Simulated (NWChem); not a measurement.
**Correlation energy of CN (-1)**

```xyz
2

C      0.0000     0.0000     0.6413
N      0.0000     0.0000    -0.5497
```
Charge -1, spin multiplicity 1.

Program: NWChem. The geometry was optimised at PBE/def2-SVP, a minimum by its harmonic frequencies.

Basis set: def2-TZVPD. Each correlation energy counts from its own Hartree-Fock reference.

The correlated methods keep 2 core orbitals frozen. The structure started from a generated list of species. The anion's geometry comes from a basis without diffuse functions. Coupled-cluster values serve here as a point of comparison, not as the truth.

```json
[
 {"method": "SCS-MP2", "correlation energy (mHa)": "-339.3"},
 {"method": "MP2", "correlation energy (mHa)": "-346.9"},
 {"method": "CR-CCSD[T]", "correlation energy (mHa)": "[?]"},
 {"method": "CR-CCSD(T)", "correlation energy (mHa)": "[?]"},
 {"method": "CCSD", "correlation energy (mHa)": "-347.6"},
 {"method": "CCSD+T(CCSD)", "correlation energy (mHa)": "[?]"},
 {"method": "CCSD(T)", "correlation energy (mHa)": "[?]"}
]
```

### Question
What belongs in the gaps?

### Answer

- CR-CCSD[T], correlation energy (mHa): -364.1
- CR-CCSD(T), correlation energy (mHa): -363.3
- CCSD+T(CCSD), correlation energy (mHa): -368.3
- CCSD(T), correlation energy (mHa): -367.4
